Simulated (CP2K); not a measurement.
# triplet HNO2 at 6 levels

Wanted: a comparison of 6 runs (UHF/3-21G, UB3LYP/6-31G*, AM1, DFTB2, PM6, GFN1-xTB) of triplet HNO2. 

The calculation is run with CP2K 2026.2.

7 further runs of the same task are left out: 4 that didn't finish, 3 set aside as unsound or not needed.

**1. The system as given**

The species is HNO2 (4 atoms), meant as a triplet with charge 0. SMILES of the parent species: `O=NO`. The shape is that of a PBE0-D4/def2-TZVP optimisation. That shape belongs to the parent species and isn't relaxed for this state.

Bond lengths: O1–N2 1.162 Å, N2–O3 1.397 Å, O3–H4 0.967 Å. Angles: O1–N2–O3 111.2°, N2–O3–H4 102.9°.

**2. The energy at UHF/3-21G (run 1)**

gas.inp reads:

```
&FORCE_EVAL
  METHOD QUICKSTEP
  &DFT
    BASIS_SET_FILE_NAME ./3_21g.basis
    POTENTIAL_FILE_NAME POTENTIAL
    MULTIPLICITY 3
    UKS T
    &QS
      METHOD GAPW
      EPS_DEFAULT 1.0E-10
    &END
    # plane-wave cutoff in Ry
    &MGRID
      CUTOFF 280
      REL_CUTOFF 50
      NGRIDS 4
    &END
    # no periodic images
    &POISSON
      PERIODIC NONE
      POISSON_SOLVER MULTIPOLE
    &END
    # self-consistent field
    &SCF
      SCF_GUESS ATOMIC
      EPS_SCF 1.0E-06
      MAX_SCF 40
      &OT
        MINIMIZER DIIS
        PRECONDITIONER FULL_ALL
      &END
      &OUTER_SCF
        EPS_SCF 1.0E-06
        MAX_SCF 5
      &END
    &END
    # functional
    &XC
      &XC_FUNCTIONAL NONE
      &END
      &HF
        FRACTION 1
        &SCREENING
          EPS_SCHWARZ 1.0E-10
        &END
        &MEMORY
          MAX_MEMORY 1050
        &END
      &END
    &END
    &PRINT
      &MOMENTS
        PERIODIC F
        REFERENCE COM
        MAX_MOMENT 1
      &END
      &MO_CUBES
        NLUMO 3
        NHOMO -1
        WRITE_CUBE F
      &END
      &LOWDIN ON
      &END
      &HIRSHFELD OFF
      &END
    &END
  &END
  # atoms, cell and kinds
  &SUBSYS
    # box in angstrom
    &CELL
      ABC 7.8 7.9 9.8
      PERIODIC NONE
    &END
    &COORD
      UNIT bohr
      O      0.7816852     0.0892518     2.7160278
      N      0.6049958    -0.7925511     0.7131259
      O     -0.6853092     0.8213884    -0.9309736
      H     -0.7013530    -0.1180890    -2.4981801
    &END
    &TOPOLOGY
      &CENTER_COORDINATES
      &END
    &END
    &KIND O
      BASIS_SET 3-21G
      POTENTIAL ALL
      LEBEDEV_GRID 194
      RADIAL_GRID 100
    &END
    &KIND N
      BASIS_SET 3-21G
      POTENTIAL ALL
      LEBEDEV_GRID 194
      RADIAL_GRID 100
    &END
    &KIND H
      BASIS_SET 3-21G
      POTENTIAL ALL
      LEBEDEV_GRID 194
      RADIAL_GRID 100
    &END
  &END
&END

&GLOBAL
  PROJECT_NAME gas
  RUN_TYPE ENERGY
  PRINT_LEVEL MEDIUM
&END
```

Launch:

```bash
OMP_NUM_THREADS=1 cp2k.psmp -i gas.inp -o gas.out
```

Output:

```text
CP2K| version string:                                       CP2K version 2026.2
[...]
 GLOBAL| Method name                                                        CP2K
[...]
 GLOBAL| Run type                                                         ENERGY
[...]
 DFT| Spin unrestricted (spin-polarized) Kohn-Sham calculation               UKS
 DFT| Multiplicity                                                             3
[...]
 DFT| Charge                                                                   0
[...]
 QS| Method:                                                                GAPW
[...]
 QS| Density cutoff [a.u.]:                                                140.0
[...]
 QS| Relative density cutoff [a.u.]:                                        25.0
[...]
                             - Atoms:                                          4
[...]
                             - Spherical basis functions:                     29
[...]
 Number of electrons:                                                         13
[...]
     1 OT DIIS     0.15E+00    0.3     0.19913151      -195.9345386382 -1.96E+02
[...]
    13 OT DIIS     0.15E+00    0.2     0.00000082      -203.4172119603 -6.07E-10
  *** SCF run converged in    13 steps ***
[...]
  Overlap energy of the core charge distribution:               0.00000024722145
  Self energy of the core charge distribution:               -195.03029115779105
  Core Hamiltonian energy:                                    -18.85191731828328
  Hartree energy:                                              56.35855397690309
  Exchange-correlation energy:                                  0.00000000000000
  Hartree-Fock Exchange energy:                               -23.35699459282738
[...]
                     Mulliken Population Analysis
 #  Atom  Element  Kind  Atomic population (alpha,beta) Net charge  Spin moment
       1     O        1         4.602108     3.623920    -0.226028     0.978187
       2     N        2         3.740898     2.979603     0.279498     0.761295
       3     O        1         4.380040     4.103794    -0.483834     0.276246
       4     H        3         0.276954     0.292682     0.430364    -0.015728
 # Total charge and spin       13.000000    11.000000    -0.000000     2.000000
[...]
  Dipole moment [Debye]
    X= -0.2374341E+00 Y= -0.8941252E+00 Z= -0.2217822E+01  Total=      2.4030336
[...]
 HOMO - LUMO gap [eV] :   15.584446
 ENERGY| Total FORCE_EVAL ( QS ) energy [hartree]           -203.417211960330746
[...]
```

Wall time 11 s (1 thread of Arm Neoverse V2, shared host); peak memory 0.37 GiB.

**3. The energy at UB3LYP/6-31G(d) (spherical functions) (run 2)**

run.inp reads:

```
&GLOBAL
  PROJECT run
  RUN_TYPE ENERGY
  PRINT_LEVEL MEDIUM
&END
&FORCE_EVAL
  METHOD QUICKSTEP
  &DFT
    BASIS_SET_FILE_NAME ./6_31gs.basis
    POTENTIAL_FILE_NAME POTENTIAL
    CHARGE 0
    MULTIPLICITY 3
    LSD T
    &QS
      METHOD GAPW
      EPS_DEFAULT 1.0E-10
    &END
    &MGRID
      CUTOFF 280
      REL_CUTOFF 50
      NGRIDS 4
    &END
    &POISSON
      PERIODIC NONE
      POISSON_SOLVER MULTIPOLE
    &END
    &SCF
      SCF_GUESS ATOMIC
      EPS_SCF 1.0E-07
      MAX_SCF 100
      ADDED_MOS 3
      &DIAGONALIZATION
        ALGORITHM STANDARD
      &END
      &MIXING
        METHOD DIRECT_P_MIXING
        ALPHA 0.4
      &END
    &END
    &XC
      &XC_FUNCTIONAL
        &HYB_GGA_XC_B3LYP
        &END
      &END
      &HF
        FRACTION 0.2
        &SCREENING
          EPS_SCHWARZ 1.0E-10
          SCREEN_ON_INITIAL_P F
        &END
        &INTERACTION_POTENTIAL
          POTENTIAL_TYPE COULOMB
        &END
        &MEMORY
          MAX_MEMORY 1050
        &END
      &END
    &END
    &PRINT
      &MOMENTS
        PERIODIC F
        REFERENCE COM
        MAX_MOMENT 1
      &END
      &MO ON
        ENERGIES T
        OCCUPATION_NUMBERS T
        NDIGITS 6
        &EACH
          QS_SCF 0
        &END
        ADD_LAST NUMERIC
      &END
      &LOWDIN ON
      &END
      &HIRSHFELD OFF
      &END
    &END
  &END
  &SUBSYS
    &CELL
      ABC [angstrom] 7.8 7.9 9.8
      PERIODIC NONE
    &END
    &COORD
      O      0.413650     0.047230     1.437260
      N      0.320150    -0.419400     0.377370
      O     -0.362650     0.434660    -0.492650
      H     -0.371140    -0.062490    -1.321980
    &END
    &TOPOLOGY
      &CENTER_COORDINATES
      &END
    &END
    &KIND O
      BASIS_SET 6-31Gs
      POTENTIAL ALL
      LEBEDEV_GRID 194
      RADIAL_GRID 100
    &END
    &KIND N
      BASIS_SET 6-31Gs
      POTENTIAL ALL
      LEBEDEV_GRID 194
      RADIAL_GRID 100
    &END
    &KIND H
      BASIS_SET 6-31Gs
      POTENTIAL ALL
      LEBEDEV_GRID 194
      RADIAL_GRID 100
    &END
  &END
&END
```

Launch:

```bash
OMP_NUM_THREADS=1 cp2k.psmp -i run.inp > run.out 2>&1
```

Output:

```text
CP2K| version string:                                       CP2K version 2026.2
[...]
 GLOBAL| Method name                                                        CP2K
[...]
 GLOBAL| Run type                                                         ENERGY
[...]
 DFT| Spin unrestricted (spin-polarized) Kohn-Sham calculation               UKS
 DFT| Multiplicity                                                             3
[...]
 DFT| Charge                                                                   0
[...]
 FUNCTIONAL| HYB_GGA_XC_B3LYP:
[...]
 QS| Method:                                                                GAPW
[...]
 QS| Density cutoff [a.u.]:                                                140.0
[...]
 QS| Relative density cutoff [a.u.]:                                        25.0
[...]
                             - Atoms:                                          4
[...]
                             - Spherical basis functions:                     44
[...]
 Number of electrons:                                                         13
[...]
     1 P_Mix/Diag. 0.40E+00    1.7     0.26469741      -206.2828470424 -2.06E+02
[...]
    26 DIIS/Diag.  0.41E-05    1.0     0.00000003      -205.5992312707  1.14E-10
  *** SCF run converged in    26 steps ***
[...]
  Overlap energy of the core charge distribution:               0.00000024722162
  Self energy of the core charge distribution:               -195.03029115779105
  Core Hamiltonian energy:                                    -19.59059845359767
  Hartree energy:                                              58.55820476262970
  Exchange-correlation energy:                                 -8.13635241644796
  Hartree-Fock Exchange energy:                                -4.67276078446319
[...]
  Ideal and single determinant S**2 :                    2.000000       2.007087
[...]
                     Mulliken Population Analysis
 #  Atom  Element  Kind  Atomic population (alpha,beta) Net charge  Spin moment
       1     O        1         4.501216     3.673506    -0.174722     0.827710
       2     N        2         3.847501     2.946796     0.205703     0.900704
       3     O        1         4.371191     4.095821    -0.467013     0.275370
       4     H        3         0.280092     0.283876     0.436031    -0.003784
 # Total charge and spin       13.000000    11.000000     0.000000     2.000000
[...]
  Dipole moment [Debye]
    X= -0.3026334E+00 Y= -0.7513228E+00 Z= -0.2197886E+01  Total=      2.3423869
 ENERGY| Total FORCE_EVAL ( QS ) energy [hartree]           -205.599231270662585
[...]
```

Run time: 27 s. Hardware: 1 thread of Arm Neoverse V2, shared host; peak memory 0.46 GiB.

Runs 3 to 5 aren't shown in full; the table further down has their settings and results.

**4. The energy at GFN1-xTB (run 6)**

molecule.inp reads:

```
&GLOBAL
 PROJECT molecule
 RUN_TYPE ENERGY
 PRINT_LEVEL MEDIUM
&END GLOBAL

&FORCE_EVAL
 METHOD QUICKSTEP
 &DFT
  MULTIPLICITY 3
  UKS T
  ! Quickstep
  &QS
   METHOD XTB
   EPS_DEFAULT 1.0E-10
   &XTB
    GFN_TYPE 1
    CHECK_ATOMIC_CHARGES F
   &END XTB
  &END QS
  ! cluster boundary conditions
  &POISSON
   PERIODIC NONE
   POISSON_SOLVER ANALYTIC
  &END POISSON
  &SCF
   SCF_GUESS ATOMIC
   EPS_SCF 1.0E-07
   MAX_SCF 100
   &DIAGONALIZATION
    ALGORITHM STANDARD
   &END DIAGONALIZATION
   &MIXING
    METHOD BROYDEN_MIXING
    ALPHA 0.3
    NBUFFER 8
   &END MIXING
  &END SCF
  &PRINT
   &MOMENTS
    PERIODIC F
    REFERENCE COM
    MAX_MOMENT 1
   &END MOMENTS
   &MO ON
    ENERGIES T
    OCCUPATION_NUMBERS T
    NDIGITS 6
    &EACH
     QS_SCF 0
    &END EACH
    ADD_LAST NUMERIC
   &END MO
   &HIRSHFELD OFF
   &END HIRSHFELD
  &END PRINT
 &END DFT
 &SUBSYS
  ! vacuum box
  &CELL
   ABC 8.8 8.9 10.8
   PERIODIC NONE
  &END CELL
  &COORD
   O      0.413650     0.047230     1.437260
   N      0.320150    -0.419400     0.377370
   O     -0.362650     0.434660    -0.492650
   H     -0.371140    -0.062490    -1.321980
  &END COORD
  &TOPOLOGY
   &CENTER_COORDINATES
   &END CENTER_COORDINATES
  &END TOPOLOGY
 &END SUBSYS
&END FORCE_EVAL
```

Launch:

```bash
OMP_NUM_THREADS=1 cp2k.psmp -i molecule.inp -o molecule.out
```

Output:

```text
CP2K| version string:                                       CP2K version 2026.2
[...]
 GLOBAL| Method name                                                        CP2K
[...]
 GLOBAL| Run type                                                         ENERGY
[...]
                             - Atoms:                                          4
[...]
                             - Spherical basis functions:                     14
[...]
 Number of electrons:                                                         10
[...]
     1 NoMix/Diag. 0.30E+00    0.0     0.54216000       -12.7487314666 -1.27E+01
[...]
    19 Broy./Diag. 0.30E+00    0.0     0.00000008       -12.8690984974  3.33E-08
  *** SCF run converged in    19 steps ***
[...]
 TB_DIPOLE| Moment [Debye]         -0.01973130      -1.65119624      -2.72665908
 TB_DIPOLE| Derivative [a.u.]       0.00000000       0.00000000       0.00000000
[...]
 ENERGY| Total FORCE_EVAL ( QS ) energy [hartree]            -12.869098497419877
[...]
```

Wall time 0.28 s (1 thread of Arm Neoverse V2, shared host).

**5. The series**

```csv
run,level,SCF convergence threshold,iteration cap,energy (Eh),dipole moment (D),HOMO energy (eV),wall time
1,UHF/3-21G,1e-06,40,-203.417212,2.40,-10.61,11 s
2,UB3LYP/6-31G* (spherical functions),1e-07,100,-205.599231,2.34,-4.86,27 s
3,AM1,1e-06,40,-31.530712,1.80,–,0.74 s
4,DFTB2,1e-06,40,-9.201091,2.21,–,0.8 s
5,PM6,1e-06,150,-28.377954,1.71,-9.37,0.22 s
6,GFN1-xTB,1e-07,100,-12.869098,3.19,-9.32,0.28 s
```

**6. What came out**

| quantity | value |
| --- | --- |
| run 6: total energy | -12.86910 Eh |
| run 6: dipole moment (from atomic charges alone) | 3.19 D |
| run 6: HOMO energy (highest over α and β) | -9.32 eV |
| run 6: dispersion energy | -1.27 kJ/mol |

In words: The dipole moment (its size) runs from 1.71 D (PM6) to 3.19 D (GFN1-xTB). Some of these are taken from atomic charges alone. Force-field and semi-empirical energies have zeros of their own, so their totals don't compare. All runs together took 40 s, the longest 27 s.
